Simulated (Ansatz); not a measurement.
Stretching the C1–H4 bond in ethanol (SMILES CCO) (multiplicity 1 held, fragments rigid). Energies count from the point at 1.093 Å.
Geometry at that point (charge 0, multiplicity 1):
```xyz
9

C     -1.199     0.142     0.264
C      0.063    -0.429    -0.361
O      1.233     0.305    -0.012
H     -2.079    -0.415    -0.065
H     -1.326     1.189    -0.017
H     -1.157     0.083     1.355
H      0.176    -1.486    -0.090
H      0.006    -0.377    -1.449
H      1.330     0.289     0.946
```

Restricted levels (R-, RO-) in cc, def2 and unpolarised 6-31G sets keep to the state of the molecule at rest. U- levels take the lowest unrestricted solution at each point, which mixes spins at long bonds. Active spaces are followed from a long bond inwards. Curves can end on different states.

Frozen-core correlation.

The values were computed with Ansatz (an electronic-structure program) with Gaussian orbitals. Values without a source in brackets are computed.

Energies in kcal/mol.

```json
[
 {"R (Å)": "0.874", "R-HF/cc-pVDZ": "30.9", "U-SCS-MP2/cc-pVDZ": "33.2", "FIC-NEVPT4(SD) on CASSCF(2,2)/cc-pVDZ": "33.4", "FIC-MRCISD+Q on CASSCF(2,2)/cc-pVDZ": "33.3"},
 {"R (Å)": "0.983", "R-HF/cc-pVDZ": "6.1", "U-SCS-MP2/cc-pVDZ": "7.3", "FIC-NEVPT4(SD) on CASSCF(2,2)/cc-pVDZ": "7.4", "FIC-MRCISD+Q on CASSCF(2,2)/cc-pVDZ": "7.3"},
 {"R (Å)": "1.093", "R-HF/cc-pVDZ": "0.0", "U-SCS-MP2/cc-pVDZ": "0.0", "FIC-NEVPT4(SD) on CASSCF(2,2)/cc-pVDZ": "0.0", "FIC-MRCISD+Q on CASSCF(2,2)/cc-pVDZ": "0.0"},
 {"R (Å)": "1.202", "R-HF/cc-pVDZ": "…", "U-SCS-MP2/cc-pVDZ": "3.0", "FIC-NEVPT4(SD) on CASSCF(2,2)/cc-pVDZ": "2.7", "FIC-MRCISD+Q on CASSCF(2,2)/cc-pVDZ": "2.8"},
 {"R (Å)": "1.311", "R-HF/cc-pVDZ": "…", "U-SCS-MP2/cc-pVDZ": "11.4", "FIC-NEVPT4(SD) on CASSCF(2,2)/cc-pVDZ": "10.8", "FIC-MRCISD+Q on CASSCF(2,2)/cc-pVDZ": "10.9"},
 {"R (Å)": "1.475", "R-HF/cc-pVDZ": "31.9", "U-SCS-MP2/cc-pVDZ": "28.3", "FIC-NEVPT4(SD) on CASSCF(2,2)/cc-pVDZ": "26.9", "FIC-MRCISD+Q on CASSCF(2,2)/cc-pVDZ": "27.1"},
 {"R (Å)": "1.639", "R-HF/cc-pVDZ": "51.7", "U-SCS-MP2/cc-pVDZ": "46.6", "FIC-NEVPT4(SD) on CASSCF(2,2)/cc-pVDZ": "43.9", "FIC-MRCISD+Q on CASSCF(2,2)/cc-pVDZ": "44.1"},
 {"R (Å)": "1.912", "R-HF/cc-pVDZ": "83.0", "U-SCS-MP2/cc-pVDZ": "86.0", "FIC-NEVPT4(SD) on CASSCF(2,2)/cc-pVDZ": "68.6", "FIC-MRCISD+Q on CASSCF(2,2)/cc-pVDZ": "68.9"},
 {"R (Å)": "2.185", "R-HF/cc-pVDZ": "110.0", "U-SCS-MP2/cc-pVDZ": "101.6", "FIC-NEVPT4(SD) on CASSCF(2,2)/cc-pVDZ": "86.6", "FIC-MRCISD+Q on CASSCF(2,2)/cc-pVDZ": "86.9"},
 {"R (Å)": "2.513", "R-HF/cc-pVDZ": "…", "U-SCS-MP2/cc-pVDZ": "108.3", "FIC-NEVPT4(SD) on CASSCF(2,2)/cc-pVDZ": "99.8", "FIC-MRCISD+Q on CASSCF(2,2)/cc-pVDZ": "100.0"},
 {"R (Å)": "2.950", "R-HF/cc-pVDZ": "164.5", "U-SCS-MP2/cc-pVDZ": "111.1", "FIC-NEVPT4(SD) on CASSCF(2,2)/cc-pVDZ": "107.6", "FIC-MRCISD+Q on CASSCF(2,2)/cc-pVDZ": "107.8"},
 {"R (Å)": "3.496", "R-HF/cc-pVDZ": "189.5", "U-SCS-MP2/cc-pVDZ": "111.9", "FIC-NEVPT4(SD) on CASSCF(2,2)/cc-pVDZ": "110.4", "FIC-MRCISD+Q on CASSCF(2,2)/cc-pVDZ": "110.6"}
]
```

### Question
Fill in the missing entries.

### Answer

- 1.202, R-HF/cc-pVDZ: 4.0
- 2.513, R-HF/cc-pVDZ: 136.8
- 1.311, R-HF/cc-pVDZ: 13.4

Doubts at one or more of the structures used: a restricted determinant that unrestricted orbitals would lower (R-HF/cc-pVDZ); a spin-contaminated determinant (U-SCS-MP2/cc-pVDZ).
